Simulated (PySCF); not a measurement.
# HCl: magnetic properties, part 2 of 2

PySCF 2.14.0. Atoms count from 0. The steps go on from the part before.

## (11) Magnetic properties: GIAO B3LYP/pcSseg-0

What the job is given:

```
{"job": {"kind": "mag", "xc": "B3LYP", "basis": "pcSseg-0"}, "charge": 0, "multiplicity": 1}
Cl     0.651061    -0.002472    -0.002598
H     -0.633963     0.004618    -0.011107
```

With the program's defaults for keys left out, this is: GIAO B3LYP/pcSseg-0 magnetisability, rotational g tensor and spin-rotation constants, non-relativistic, gas phase.

Log:

```text
coarse grid: 2248 points
cycle   1  E = -460.2264839071  dE = -7.995e-02  |g| = 2.096e-01  |ddm| = 9.935e-01
cycle   2  E = -460.2336905744  dE = -7.207e-03  |g| = 1.812e-01  |ddm| = 5.795e-01
cycle   3  E = -460.2428768322  dE = -9.186e-03  |g| = 7.875e-03  |ddm| = 2.568e-01
cycle   4  E = -460.2428956818  dE = -1.885e-05  |g| = 5.347e-04  |ddm| = 1.293e-02
cycle   5  E = -460.2428958019  dE = -1.202e-07  |g| = 2.372e-05  |ddm| = 9.425e-04
final grid: 17120 points
cycle   6  E = -460.2891102225  dE = -1.065e-06  |g| = 1.679e-03  |ddm| = 6.792e-03
cycle   7  E = -460.2891104077  dE = -1.852e-07  |g| = 1.340e-03  |ddm| = 3.703e-03
cycle   8  E = -460.2891108256  dE = -4.179e-07  |g| = 3.069e-05  |ddm| = 1.764e-03
cycle   9  E = -460.2891108260  dE = -3.589e-10  |g| = 1.693e-06  |ddm| = 5.072e-05
converged SCF energy = -460.2891108260

Magnetisability tensor (1e-30 J/T^2)
     -397.15       -0.01        0.01
       -0.01     -398.78       -0.00
        0.01       -0.00     -398.78
isotropic -398.24   principal values    -398.78   -398.78   -397.15
isotropic susceptibility -23.983 1e-6 cm^3/mol

Inertial axes            a          b          c
rot. const./GHz           -   312.4043   312.4043
chi total           -23.917    -24.015    -24.015
chi diamagnetic     -23.917    -27.835    -27.835
chi paramagnetic      0.000      3.820      3.820
quadrupole/D A        3.164     -1.582     -1.582
g nuclear                 -     0.9852     0.9852
g electronic              -    -0.5606    -0.5606
g total                   -     0.4246     0.4246

Spin-rotation constants (kHz, H = +C I.J)
atom  isotope        aa         bb         cc
  0   35Cl            -     57.538     57.538
  1     1H            -    -47.519    -47.519
```

It took 0.36 s on 1 thread of Intel Xeon Platinum 8259CL at 2.50GHz, shared host; peak memory 0.37 GiB.

From this job:

```
              quantity               value
       magnetisability     -398·10⁻³⁰ J/T²
  molar susceptibility  -24.0·10⁻⁶ cm³/mol
rotational g (a, b, c)   –, 0.4246, 0.4246
```

## (12) Magnetic properties: GIAO B3LYP/3-21G

What the job is given:

```
{"job": {"kind": "mag", "xc": "B3LYP", "basis": "3-21G"}, "charge": 0, "multiplicity": 1}
Cl     0.651061    -0.002472    -0.002598
H     -0.633963     0.004618    -0.011107
```

Level: GIAO B3LYP/3-21G magnetisability, rotational g tensor and spin-rotation constants, non-relativistic, gas phase.

Log:

```text
coarse grid: 2248 points
cycle   1  E = -458.5392378204  dE = -3.048e-01  |g| = 2.119e-01  |ddm| = 9.941e-01
cycle   2  E = -458.5447600456  dE = -5.522e-03  |g| = 1.972e-01  |ddm| = 6.267e-01
cycle   3  E = -458.5565340197  dE = -1.177e-02  |g| = 8.758e-03  |ddm| = 2.836e-01
cycle   4  E = -458.5565607355  dE = -2.672e-05  |g| = 5.047e-04  |ddm| = 1.556e-02
cycle   5  E = -458.5565608416  dE = -1.061e-07  |g| = 1.989e-05  |ddm| = 1.087e-03
final grid: 17120 points
cycle   6  E = -458.5887449075  dE = -1.003e-06  |g| = 2.291e-03  |ddm| = 7.158e-03
cycle   7  E = -458.5887451226  dE = -2.151e-07  |g| = 2.076e-03  |ddm| = 5.583e-03
cycle   8  E = -458.5887463063  dE = -1.184e-06  |g| = 2.584e-05  |ddm| = 2.751e-03
cycle   9  E = -458.5887463066  dE = -3.017e-10  |g| = 1.407e-06  |ddm| = 5.127e-05
converged SCF energy = -458.5887463066

Magnetisability tensor (1e-30 J/T^2)
     -408.62        0.00       -0.00
        0.00     -407.90        0.00
       -0.00        0.00     -407.90
isotropic -408.14   principal values    -408.62   -407.90   -407.90
isotropic susceptibility -24.579 1e-6 cm^3/mol

Inertial axes            a          b          c
rot. const./GHz           -   312.4043   312.4043
chi total           -24.607    -24.565    -24.565
chi diamagnetic     -24.607    -28.357    -28.357
chi paramagnetic      0.000      3.792      3.792
quadrupole/D A        3.355     -1.678     -1.678
g nuclear                 -     0.9852     0.9852
g electronic              -    -0.5565    -0.5565
g total                   -     0.4286     0.4286

Spin-rotation constants (kHz, H = +C I.J)
atom  isotope        aa         bb         cc
  0   35Cl            -     57.426     57.426
  1     1H            -    -48.389    -48.389
```

Wall time 0.42 s (1 thread of Intel Xeon Platinum 8259CL at 2.50GHz, shared host); peak memory 0.37 GiB.

In short:

```
              quantity               value
       magnetisability     -408·10⁻³⁰ J/T²
  molar susceptibility  -24.6·10⁻⁶ cm³/mol
rotational g (a, b, c)   –, 0.4286, 0.4286
```

## (13) Magnetic properties: GIAO B3LYP/Sadlej pVTZ

What the job is given:

```
{"job": {"kind": "mag", "xc": "B3LYP", "basis": "Sadlej pVTZ"}, "charge": 0, "multiplicity": 1}
Cl     0.651061    -0.002472    -0.002598
H     -0.633963     0.004618    -0.011107
```

With the program's defaults for keys left out, this is: GIAO B3LYP/Sadlej pVTZ magnetisability, rotational g tensor and spin-rotation constants, non-relativistic, gas phase.

Log:

```text
coarse grid: 2248 points
cycle   1  E = -460.8128273751  dE = -5.197e-02  |g| = 2.063e-01  |ddm| = 1.136e+00
cycle   2  E = -460.8123566175  dE =  4.708e-04  |g| = 2.080e-01  |ddm| = 4.158e-01
cycle   3  E = -460.8244292244  dE = -1.207e-02  |g| = 1.705e-02  |ddm| = 1.923e-01
cycle   4  E = -460.8244762961  dE = -4.707e-05  |g| = 1.789e-03  |ddm| = 1.096e-02
cycle   5  E = -460.8244770553  dE = -7.592e-07  |g| = 7.847e-04  |ddm| = 2.068e-03
final grid: 17120 points
cycle   6  E = -460.8306096926  dE = -1.663e-06  |g| = 2.152e-03  |ddm| = 6.988e-03
cycle   7  E = -460.8306098322  dE = -1.396e-07  |g| = 1.732e-03  |ddm| = 2.908e-03
cycle   8  E = -460.8306104265  dE = -5.944e-07  |g| = 1.635e-04  |ddm| = 1.499e-03
cycle   9  E = -460.8306104342  dE = -7.626e-09  |g| = 3.451e-05  |ddm| = 1.534e-04
cycle  10  E = -460.8306104346  dE = -3.819e-10  |g| = 6.964e-07  |ddm| = 2.890e-05
converged SCF energy = -460.8306104346

Magnetisability tensor (1e-30 J/T^2)
     -414.67        0.01       -0.01
        0.01     -413.31        0.00
       -0.01        0.00     -413.31
isotropic -413.76   principal values    -414.67   -413.31   -413.31
isotropic susceptibility -24.917 1e-6 cm^3/mol

Inertial axes            a          b          c
rot. const./GHz           -   312.4043   312.4043
chi total           -24.972    -24.890    -24.890
chi diamagnetic     -24.972    -28.420    -28.420
chi paramagnetic      0.000      3.530      3.530
quadrupole/D A        3.696     -1.848     -1.848
g nuclear                 -     0.9852     0.9852
g electronic              -    -0.5181    -0.5181
g total                   -     0.4671     0.4671

Spin-rotation constants (kHz, H = +C I.J)
atom  isotope        aa         bb         cc
  0   35Cl            -     57.092     57.092
  1     1H            -    -43.683    -43.683
```

Wall time 0.79 s (1 thread of Intel Xeon Platinum 8259CL at 2.50GHz, shared host); peak memory 0.37 GiB.

From this job:

```
              quantity               value
       magnetisability     -414·10⁻³⁰ J/T²
  molar susceptibility  -24.9·10⁻⁶ cm³/mol
rotational g (a, b, c)   –, 0.4671, 0.4671
```

## (14) Magnetic properties: GIAO B3LYP/cc-pVDZ

What the job is given:

```
{"job": {"kind": "mag", "xc": "B3LYP", "basis": "cc-pVDZ"}, "charge": 0, "multiplicity": 1}
Cl     0.651061    -0.002472    -0.002598
H     -0.633963     0.004618    -0.011107
```

Level: GIAO B3LYP/cc-pVDZ magnetisability, rotational g tensor and spin-rotation constants, non-relativistic, gas phase.

Log:

```text
coarse grid: 2248 points
cycle   1  E = -460.8035001634  dE = -2.952e-02  |g| = 2.069e-01  |ddm| = 2.009e+00
cycle   2  E = -460.8062189808  dE = -2.719e-03  |g| = 1.964e-01  |ddm| = 9.536e-01
cycle   3  E = -460.8172921201  dE = -1.107e-02  |g| = 5.056e-03  |ddm| = 4.502e-01
cycle   4  E = -460.8172975665  dE = -5.446e-06  |g| = 1.708e-03  |ddm| = 9.641e-03
final grid: 17120 points
cycle   5  E = -460.8221023725  dE = -6.932e-07  |g| = 1.445e-03  |ddm| = 7.815e-03
cycle   6  E = -460.8221024670  dE = -9.444e-08  |g| = 1.323e-03  |ddm| = 5.140e-03
cycle   7  E = -460.8221029827  dE = -5.158e-07  |g| = 3.932e-05  |ddm| = 2.596e-03
cycle   8  E = -460.8221029832  dE = -4.087e-10  |g| = 5.561e-06  |ddm| = 1.030e-04
converged SCF energy = -460.8221029832

Magnetisability tensor (1e-30 J/T^2)
     -401.11        0.01       -0.01
        0.01     -400.05        0.00
       -0.01        0.00     -400.05
isotropic -400.40   principal values    -401.11   -400.05   -400.05
isotropic susceptibility -24.113 1e-6 cm^3/mol

Inertial axes            a          b          c
rot. const./GHz           -   312.4043   312.4043
chi total           -24.155    -24.091    -24.091
chi diamagnetic     -24.155    -27.721    -27.721
chi paramagnetic      0.000      3.629      3.629
quadrupole/D A        3.563     -1.782     -1.782
g nuclear                 -     0.9852     0.9852
g electronic              -    -0.5327    -0.5327
g total                   -     0.4525     0.4525

Spin-rotation constants (kHz, H = +C I.J)
atom  isotope        aa         bb         cc
  0   35Cl            -     54.038     54.038
  1     1H            -    -41.812    -41.812
```

Wall time 0.46 s (1 thread of Intel Xeon Platinum 8259CL at 2.50GHz, shared host); peak memory 0.37 GiB.

Key values:

```
              quantity               value
       magnetisability     -400·10⁻³⁰ J/T²
  molar susceptibility  -24.1·10⁻⁶ cm³/mol
rotational g (a, b, c)   –, 0.4525, 0.4525
```

## (15) The levels compared

```
                 level  ξ (10⁻³⁰ J/T²)  g(a)    g(b)  gap (eV)  functions    time
   GIAO B3LYP/6-311G**            -416     –  0.4470      9.02         32  0.96 s
   GIAO B3LYP/IGLO-III            -398     –  0.4342      8.92         54  0.86 s
      GIAO B3LYP/6-31G            -405     –  0.4077      9.33         15  0.42 s
  GIAO B3LYP/6-31++G**            -412     –  0.4348      8.38         28  0.56 s
   GIAO B3LYP/def2-SVP            -392     –  0.4283      9.21         23  0.46 s
    GIAO B3LYP/pcseg-1            -411     –  0.4504      9.00         23  0.49 s
   GIAO B3LYP/pcSseg-3            -411     –  0.4439      8.66        109   2.2 s
    GIAO B3LYP/IGLO-II            -397     –  0.4331      9.03         41   0.6 s
   GIAO B3LYP/pcSseg-0            -398     –  0.4246      9.15         15  0.36 s
      GIAO B3LYP/3-21G            -408     –  0.4286      9.52         15  0.42 s
GIAO B3LYP/Sadlej pVTZ            -414     –  0.4671      8.46         41  0.79 s
    GIAO B3LYP/cc-pVDZ            -400     –  0.4525      9.15         23  0.46 s
```

## (16) Outcome

The summary covers parts 1 to 2.

| quantity | value |
| --- | --- |
| point group | Cinfv |
| rotational constants (main isotopes) | 312.40, 312.40 GHz |
| magnetisability (step 3, GIAO B3LYP/6-311G**) | -416·10⁻³⁰ J/T² |
| molar susceptibility (step 3, GIAO B3LYP/6-311G**) | -25.0·10⁻⁶ cm³/mol |
| rotational g (a, b, c) (step 3, GIAO B3LYP/6-311G**) | –, 0.4470, 0.4470 |
| surface potential, 1st and 99th percentile | -0.49 V and 2.34 V |
| magnetisability over the levels | -416 to -392·10⁻³⁰ J/T² |

What this shows: With PBE0/def2-SVP, its start was all but relaxed already: 2 steps gained 1.1 meV. The magnetisability spreads by 5.8 % over 12 levels, from GIAO B3LYP/6-311G** (0.96 s) to GIAO B3LYP/def2-SVP (0.46 s); the runs took 0.36 s to 2.2 s. Vibrational averaging and real surroundings are missing from these values.
